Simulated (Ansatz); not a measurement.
Ansatz (a program for electronic structure) input:

Ansatz 0.2 input:
```yaml
crystal:
  periodic: [false, false, false]
  atoms:
    - {symbol: O, position_ang: [1.18305207, 0.34569777, 0.00221414]}
    - {symbol: C, position_ang: [-0.01560079, 0.64877161, -0.00691488]}
    - {symbol: C, position_ang: [-0.95954357, -0.64362375, 0.00203245]}
    - {symbol: H, position_ang: [-0.38234312, -1.58832861, 0.01484689]}
    - {symbol: H, position_ang: [-1.61996547, -0.59478565, 0.87932223]}
    - {symbol: H, position_ang: [-1.61124183, -0.61335505, -0.88258769]}
basis:
  gaussian:
    orbitals: def2-TZVPD
hamiltonian:
  xc: {name: B97M-V}
total_charge: -1
output: {forces: true}
```

Q: Predict the final energy.

A: -153.23186 Eh (B97M-V/def2-TZVPD). The basis has 141 functions.

It need not be the lowest isomer of its formula. Whether it binds its extra electron was not tested at this geometry.
